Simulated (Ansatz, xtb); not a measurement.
**Relative energy of two isomers of C3H6ClF**

Structure a is `C[C@H](F)CCl`, a singlet and structure b is `CC[C@H](F)Cl`, a singlet. Both are isolated molecules in the gas phase, relaxed with PBE0-D3(BJ)/def2-SVP; the shapes shown needn't be the lowest conformers.

a (Å):

```xyz
11

C    -0.7849   -0.2633    0.5518
C    -0.0647    0.1976   -0.6898
C    -0.8227    1.2265   -1.5110
Cl   -2.3006    0.5295   -2.2186
F     1.1261    0.8017   -0.3312
H    -0.9914    0.5932    1.2117
H    -0.1680   -0.9874    1.1021
H    -1.7378   -0.7403    0.2842
H     0.1780   -0.6629   -1.3384
H    -0.1888    1.5841   -2.3331
H    -1.1126    2.0830   -0.8857
```

b (Å):

```xyz
11

C     1.9174   -0.2568   -1.0653
C     0.7074   -1.1589   -1.2481
C    -0.4739   -0.7035   -0.4276
Cl   -1.8746   -1.7871   -0.6727
F    -0.1556   -0.6915    0.8904
H     2.7670   -0.6212   -1.6603
H     1.7042    0.7756   -1.3848
H     2.2276   -0.2268   -0.0110
H     0.3918   -1.1939   -2.3022
H     0.9373   -2.1943   -0.9494
H    -0.8185    0.3054   -0.7050
```

Task: Estimate which is lower in electronic energy at CCSD(T)/def2-SVP + ΔMP2/def2-TZVPP, and by roughly how much.

Result: Too close to call at this level: CCSD(T)/def2-SVP + ΔMP2/def2-TZVPP gives E(b) − E(a) = +0.50 kJ/mol.

Level by level:

```json
{"level": "GFN2-xTB", "geometry": "GFN2-xTB", "E(b) − E(a) (kJ/mol)": "+0.83", "departure from the last row (kJ/mol)": "+0.33", "job, with rough time for the two": "optimisation, 0.11 s"}
{"level": "HF/STO-3G", "geometry": "GFN2-xTB", "E(b) − E(a) (kJ/mol)": "−13.73", "departure from the last row (kJ/mol)": "−14.23", "job, with rough time for the two": "single point, 0.32 s"}
{"level": "r2SCAN-D4/def2-SVP", "geometry": "GFN2-xTB", "E(b) − E(a) (kJ/mol)": "−5.22", "departure from the last row (kJ/mol)": "−5.72", "job, with rough time for the two": "single point, 4.2 s"}
{"level": "PBE0-D3(BJ)/def2-SVP", "geometry": "PBE0-D3(BJ)/def2-SVP", "E(b) − E(a) (kJ/mol)": "−3.75", "departure from the last row (kJ/mol)": "−4.26", "job, with rough time for the two": "optimisation, 27 s"}
{"level": "HF/def2-SVP", "geometry": "PBE0-D3(BJ)/def2-SVP", "E(b) − E(a) (kJ/mol)": "+3.10", "departure from the last row (kJ/mol)": "+2.59", "job, with rough time for the two": "part of the CCSD(T) run"}
{"level": "MP2/def2-SVP", "geometry": "PBE0-D3(BJ)/def2-SVP", "E(b) − E(a) (kJ/mol)": "−3.89", "departure from the last row (kJ/mol)": "−4.40", "job, with rough time for the two": "part of the CCSD(T) run"}
{"level": "CCSD(T)/def2-SVP", "geometry": "PBE0-D3(BJ)/def2-SVP", "E(b) − E(a) (kJ/mol)": "−2.33", "departure from the last row (kJ/mol)": "−2.83", "job, with rough time for the two": "single point"}
{"level": "CCSD(T)/def2-SVP + ΔMP2/def2-TZVPP", "geometry": "PBE0-D3(BJ)/def2-SVP", "E(b) − E(a) (kJ/mol)": "+0.50", "departure from the last row (kJ/mol)": "", "job, with rough time for the two": "single point, 31 s"}
```

As drawn, both hold the same kinds of bond in the same numbers.

The largest departure from CCSD(T)/def2-SVP + ΔMP2/def2-TZVPP is that of HF/STO-3G, 14.23 kJ/mol. The last row adds to CCSD(T) the change of the MP2 difference between the two basis sets, here +2.83 kJ/mol.

With harmonic frequencies from PBE0-D3(BJ)/def2-SVP (ideal gas, rigid rotor, one conformer each, 298.15 K, 1 atm): the zero-point term adds 0.00 kJ/mol; ΔH is +0.56 and ΔG +0.58 kJ/mol.

The correlated steps freeze 9 core orbitals. Codes used: Ansatz 0.2.0, xtb 6.7.1; the last row on 2 threads of Arm Neoverse V1 on a shared host.
